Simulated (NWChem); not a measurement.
Polarisability of water (H2O)

SMILES: O
```xyz
3

O      0.0000     0.0000     0.1226
H      0.7577     0.0000    -0.4905
H     -0.7577     0.0000    -0.4905
```
Charge 0, spin multiplicity 1.

The numbers come from NWChem runs, not from measurements. The geometry was optimised at PBE/def2-SVP, a minimum by its harmonic frequencies.

Basis set: Sadlej pVTZ. The field's frequency is 0.0773 Ha (589 nm).

```tsv
method	isotropic polarisability (bohr³)	difference from CCSD linear response
LDA (SVWN5)	11.05	+0.77
PBE	10.99	+0.72
HF	8.85	-1.42
B3LYP	10.38	+0.11
CCSD linear response	10.27	0.00
```

The values span 2.20 bohr³, from HF (lowest) to LDA (SVWN5) (highest). 

The correlated methods keep 1 core orbital frozen. B3LYP has NWChem's definition, with VWN1-RPA local correlation. Differences from the coupled-cluster row are differences between methods, not errors against experiment.
